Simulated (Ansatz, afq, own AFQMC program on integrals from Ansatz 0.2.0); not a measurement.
**Where AFQMC and coupled cluster stand for AlNH3, quartet**

```yaml
atoms:
  - { symbol: Al, position_ang: [-0.9712, 0.0000, 0.0000] }
  - { symbol: H, position_ang: [-1.7642, 1.3734, 0.0000] }
  - { symbol: H, position_ang: [-1.7642, -1.3734, 0.0000] }
  - { symbol: H, position_ang: [0.9038, 0.0000, 0.0000] }
  - { symbol: N, position_ang: [2.0598, 0.0000, 0.0000] }
```

Connectivity, by distances: AlH2 ··· N, 1 bridging H.

Basis cc-pVTZ. Noble-gas cores (and the filled d shells of Ga–Kr and In–Xe) are frozen. Integrals, coupled cluster, full CI and functionals: Ansatz 0.2.0; the random walks run on the same integrals in our own AFQMC program. The CISD trial takes its coefficients from CCSD amplitudes. Released means that phaseless walkers are propagated on without the constraint, phases kept. ± is one standard error of the sampling.

Determinant: UHF, the one that the program's search chose, which needn't be the lowest solution. The geometry is a point of a scan.

No full CI on the walks' own integrals is used here; CCSDT(Q) serves as the reference and is uncertain by about the last step of the cluster series.

Cautions: lower spins were not checked.

```
T1 diagnostic                               : 0.0167
weight of the determinant in the CISD state : 0.887
⟨S²⟩ of the determinant                     : 3.790
size of the correlated space                : 11 electrons in 100 orbitals
```

```csv
level,correlation energy (eV)
MP2,-5.8302
CCSD,-6.9073
CCSD(T),-7.0926
```

(1) Estimate where AFQMC with the constraint released lies against CCSD(T) on the same integrals.

(1) 5.0 ± 1.0 kJ/mol below CCSD(T).

Reference: CCSDT(Q), correlation energy -7.131 eV. The released energy is read at 2.40 1/Eh (meV from the phaseless value at times in 1/Eh: -3 ± 5 at 0.24, -14 ± 5 at 0.51, -25 ± 4 at 0.99, -20 ± 5 at 1.62, -32 ± 11 at 2.40).

```json
{"level": "CCSD(T)", "E − E(reference) (kJ/mol)": "3.7", "share of correlation (%)": "99.46"}
{"level": "CCSDT", "E − E(reference) (kJ/mol)": "0.7", "share of correlation (%)": "99.90"}
{"level": "ph-AFQMC/CISD", "E − E(reference) (kJ/mol)": "1.8 ± 0.5", "share of correlation (%)": "99.74"}
{"level": "released AFQMC", "E − E(reference) (kJ/mol)": "-1.3 ± 1.0", "share of correlation (%)": "100.19"}
```

A walk keeps the symmetry of its determinant, which the program's search chose and which needn't be the lowest solution, so a lower state of the same spin and another symmetry isn't excluded. Released energies are given only where the last usable release times agree within the noise; a slower fall can still hide under it.
